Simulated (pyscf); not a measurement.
PySCF, gas phase, ωB97X-D3(BJ)/def2-SVP geometries.

### Question
For the elementary gas-phase step H₃C–Be–CH₃ (SMILES [CH3][Be][CH3]) + CH₃• (SMILES [CH3]) → [Be–CH₃]• (SMILES [Be][CH3]) + H₃C–CH₃ (SMILES CC) (doublet surface; Be–C broken, C–C formed), what barrier and reaction energy does r²SCAN/def2-TZVP give, measured from the separated reactants?

### Answer
ΔE‡ = 144.0 kJ/mol, ΔE = -1.1 kJ/mol. ωB97M-D3(BJ)/def2-TZVP gives 175.4 kJ/mol and +6.5 kJ/mol. Zero-point energy shifts the barrier by +13.0 kJ/mol. It is a substitution at C, with an imaginary mode of 1202i cm⁻¹. One saddle was located; it need not be the lowest between these sides. The angle at the attacked C is 152°.
